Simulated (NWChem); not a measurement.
# NH3 (ammonia): MP2/def2-TZVPPD

What is the energy change on altering one bond length of NH3 (ammonia) at MP2/def2-TZVPPD? 

The calculation is run with NWChem 7.3.0.

1 further run of the same task is left out (set aside as unsound or not needed). Runs told in other sessions of the task aren't counted.

### 1 The structure to begin with

NH3: 4 atoms, total charge 0, spin state singlet. As SMILES, `N`. The shape is that of a PBE0-D4/def2-TZVP optimisation.

Bond lengths: N1–H2 1.013 Å, N1–H3 1.013 Å, N1–H4 1.013 Å. Angles: H2–N1–H3 107.1°, H2–N1–H4 107.1°, H3–N1–H4 107.1°.

### 2 Energy and forces at MP2/def2-TZVPPD

File h3n.nw:

```
start h3n
memory stack 880 mb heap 220 mb global 1100 mb
charge 0
geometry units angstroms noautosym nocenter noautoz
  N     -0.069910     0.249470     0.110930
  H      0.490470    -0.301820     0.749180
  H     -0.887480    -0.301940    -0.118910
  H      0.466920     0.354280    -0.741200
end
basis "ao basis" spherical bse
  * library def2-TZVPPD
end
scf
  thresh 1e-08
  maxiter 80
  print medium
end
mp2
  freeze core 1
  tight
end
task mp2 gradient
```

The run is started by

```sh
$ nwchem h3n.nw > h3n.out
```

What it wrote:

```text
[...]
  functions       =    88
[...]
  wavefunction    = RHF
[...]
         Total SCF energy =    -56.221945818955
      One-electron energy =    -99.608201209464
      Two-electron energy =     31.436715513545
 Nuclear repulsion energy =     11.949539876964
        Time for solution =      9.2s
[...]
          Total MP2 energy           -56.458438169129
[...]
                         mp2 ENERGY GRADIENTS
    atom               coordinates                        gradient
                 x          y          z           x          y          z
   1 N      -0.132111   0.471430   0.209627   -0.000116   0.000402   0.000176
   2 H       0.926854  -0.570357   1.415745    0.000889  -0.000531   0.001368
   3 H      -1.677094  -0.570584  -0.224707   -0.001615  -0.000529  -0.000209
   4 H       0.882351   0.669492  -1.400665    0.000842   0.000659  -0.001335
[...]
```

Run time: 26 s. Hardware: 1 thread of Intel Xeon Platinum 8259CL at 2.50GHz (Skylake/Cascade Lake), shared host; peak memory 0.18 GiB.

### 3 The distorted shape: the energy at MP2/def2-TZVPPD

File mol.xyz:

```xyz
4

N     -0.338349     0.197060     0.537033
H      0.222031    -0.354230     1.175283
H     -1.155919    -0.354350     0.307193
H      0.466920     0.354280    -0.741200
```

File mol.nw:

```
start mol
memory total 2200 mb

geometry units angstrom noautosym nocenter noautoz
  load format xyz mol.xyz
end

basis spherical bse
  * library def2-TZVPPD
end

scf
  thresh 1e-08
  maxiter 80
  print low
end

mp2
  freeze core 1
  tight
end

task mp2 energy
```

The run is started by

```sh
$ nwchem mol.nw > mol.out
```

What it wrote:

```text
[...]
  functions       =    88
[...]
  wavefunction    = RHF
[...]
         Total SCF energy =    -56.123458206528
      One-electron energy =    -96.905364680148
      Two-electron energy =     30.187430152676
 Nuclear repulsion energy =     10.594476320943
        Time for solution =     10.1s
[...]
          Total MP2 energy           -56.370956378593
[...]
```

Wall time 13 s (1 thread of Intel Xeon Platinum 8259CL at 2.50GHz (Skylake/Cascade Lake), shared host); peak memory 0.15 GiB.

### 4 Outcome

Level: MP2/def2-TZVPPD, 1 core orbital frozen.

| quantity | value |
| --- | --- |
| first shape: total energy | -56.45844 Eh |
| first shape: dipole moment (of the density that the program reports) | 1.51 D |
| first shape: HOMO energy (Hartree–Fock orbitals) | -11.65 eV |
| first shape: LUMO energy (Hartree–Fock orbitals) | 2.15 eV |
| first shape: HOMO–LUMO gap (Hartree–Fock orbitals) | 13.80 eV |
| first shape: correlation energy (1 core orbital frozen) | -236.5 mEh |
| first shape: largest force on an atom | 0.088 eV/Å |
| distorted shape: total energy | -56.37096 Eh |
| distorted shape: correlation energy (1 core orbital frozen) | -247.5 mEh |
| energy change with the N1–H4 bond stretched from 1.013 to 1.519 Å | 2.381 eV |

In words: One bond (distorted shape) is far stretched, which a spin-restricted single reference describes badly; perturbation theory on it can break down and give far too much correlation. With the N1–H4 bond stretched from 1.013 to 1.519 Å the energy rises by 2.38 eV (55 kcal/mol). The first shape isn't relaxed at this level, so the change isn't measured from a minimum. A restricted reference can't describe the breaking bond well at this length.
